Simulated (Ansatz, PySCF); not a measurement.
This PySCF input computes a CCSD(T)/cc-pVDZ energy:

```python
from pyscf import gto, scf, mp, cc as ccmod

mol = gto.M(
    atom='''
    C     0.00940108    0.00315426    0.10262029
    H    -0.01915108    0.98625848   -0.33929582
    H    -0.03725541   -1.00518403   -0.27642595
    ''',
    basis='cc-pvdz',
    charge=0,
    spin=2,
    verbose=4,
)

mf = scf.UHF(mol)
mf.conv_tol = 1e-10
mf.max_cycle = 100
mf.kernel()
mo, _, stable, _ = mf.stability(return_status=True)
if not stable:
    mf.kernel(mf.make_rdm1(mo, mf.mo_occ))
mp2 = mp.MP2(mf, frozen=1).run()
cc = ccmod.CCSD(mf, frozen=1)
cc.max_cycle = 100
cc.kernel()
et = cc.ccsd_t()
print(f'E(CCSD(T)) = {cc.e_tot + et:.9f}')
```

Write an input for the same energy in Ansatz (a first-principles code) and say what it gives.


Ansatz 0.2 input:
```yaml
crystal:
  periodic: [false, false, false]
  atoms:
    - {symbol: C, position_ang: [0.00940108, 0.00315426, 0.10262029]}
    - {symbol: H, position_ang: [-0.01915108, 0.98625848, -0.33929582]}
    - {symbol: H, position_ang: [-0.03725541, -1.00518403, -0.27642595]}
basis:
  gaussian:
    orbitals: cc-pVDZ
magnetization: {spin_polarized: true, initial_magnetization: 2}
correlation: {method: ccsd_t, electrons: outside_noble_gas}
```
It gives -39.04134 Eh, and PySCF -39.04134 Eh, a difference of 0.00 mEh.
